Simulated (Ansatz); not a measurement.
# CH3+ (triplet): from Hartree-Fock to the top rungs at distance C1–H3 = 1.462 Å, cc-pVDZ

How much of the correlation energy of CH3+ (triplet) does each wave-function method recover here?

The runs use Ansatz 0.2.0, Gaussian basis; cc-pVDZ, core rule «outside noble gas», up to 1 orbitals frozen.

The runs, in order: UHF; CCSD(T) on ROHF; CCSD(T) on UHF; BCCD(T) on ROHF; CISD; CCSDT(Q) on ROHF; CCSDT(Q) on UHF; CASSCF and MRCISD+Q, 4 electrons in 4 orbitals; CASSCF and NEVPT2, 4 electrons in 4 orbitals; CASSCF and MRCISD+Q, 6 electrons in 7 orbitals; CASSCF and NEVPT2, 6 electrons in 7 orbitals; Full CI.

14 further runs of the same task are left out: 11 that didn't finish, 3 set aside as unsound or not needed.

## (1) What is computed

The geometry derives from a PBE0/def2-TZVP stationary point (not a proven minimum). One bond is set to the value named and the two fragments are kept rigid.

4 atoms, charge 1, spin multiplicity 3.

Atoms are counted from 1 here; the program's logs count them from 0.

Bond lengths: C1–H2 1.170 Å, C1–H4 1.170 Å. Angles: H2–C1–H4 71.5°.

Geometry (Å):

```
C     0.00000    0.00000    0.02937
H     0.00000    0.68346   -0.92067
H     0.00000    0.00000    1.49137
H     0.00000   -0.68346   -0.92067
```

## (2) UHF

The input, in.yaml:

```yaml
crystal:
  periodic: [false, false, false]
  atoms:
    - {symbol: C, position_ang: [0.000000, 0.000000, 0.029369]}
    - {symbol: H, position_ang: [0.000000, 0.683459, -0.920666]}
    - {symbol: H, position_ang: [0.000000, 0.000000, 1.491369]}
    - {symbol: H, position_ang: [0.000000, -0.683459, -0.920666]}
basis:
  gaussian: {orbitals: cc-pVDZ}
total_charge: 1
magnetization: {spin_polarized: true, initial_magnetization: 2}
hamiltonian: {xc: hf}
output: {orbitals: {seedname: orbitals}}
```

On the command line:

```sh
$ ansatz run in.yaml --threads 1 --pin off --events-out ev --progress --plain --max-ram 2393MiB
```

Further steps of the session: CCSD(T) on ROHF; CCSD(T) on UHF; BCCD(T) on ROHF; CISD; CCSDT(Q) on ROHF; CCSDT(Q) on UHF; CASSCF and MRCISD+Q, 4 electrons in 4 orbitals; CASSCF and NEVPT2, 4 electrons in 4 orbitals; CASSCF and MRCISD+Q, 6 electrons in 7 orbitals; CASSCF and NEVPT2, 6 electrons in 7 orbitals; Full CI.

Q: Predict the results of all the runs planned. Wanted: FCI below the RHF energy; RMP2 from FCI; UMP2 from FCI; RCCSD from FCI; RCCSD(T) from FCI; UCCSD(T) from FCI; RCCSDT(Q) from FCI; UCCSDT(Q) from FCI; NEVPT2 pair from FCI.

As calculated:

| quantity | value |
| --- | --- |
| FCI below the RHF energy | -3.8060 eV |
| RMP2 from FCI | +77.1 kJ/mol |
| UMP2 from FCI | +77.1 kJ/mol |
| RCCSD from FCI | +9.6 kJ/mol |
| RCCSD(T) from FCI | +2.1 kJ/mol |
| UCCSD(T) from FCI | +2.0 kJ/mol |
| RCCSDT(Q) from FCI | 0.0 kJ/mol |
| UCCSDT(Q) from FCI | -0.1 kJ/mol |
| NEVPT2 pair from FCI | +57.9 kJ/mol |
| MRCISD+Q pair from FCI | +0.8 kJ/mol |
| NEVPT2 valence from FCI | +40.4 kJ/mol |
| levels within 1 kcal/mol (43 meV) | RCCSD(T), UCCSD(T), BCCD(T), RCCSDT, UCCSDT, RCCSDT(Q), UCCSDT(Q), MRCISD+Q pair, MRCISD+Q valence |
| T1 diagnostic | 0.030 |
| effectively unpaired electrons | 2.05 |

What this shows: RCCSD(T) lands +2.1 kJ/mol from the yardstick (0.6 % of the correlation energy). One determinant dominates. Of the multireference levels listed MRCISD+Q pair comes nearest in total energy (+0.8 kJ/mol), which doesn't show that its space is the better one. These misses are within one basis, not against nature; the frozen cores of restricted and unrestricted runs differ, which can shift their rows.
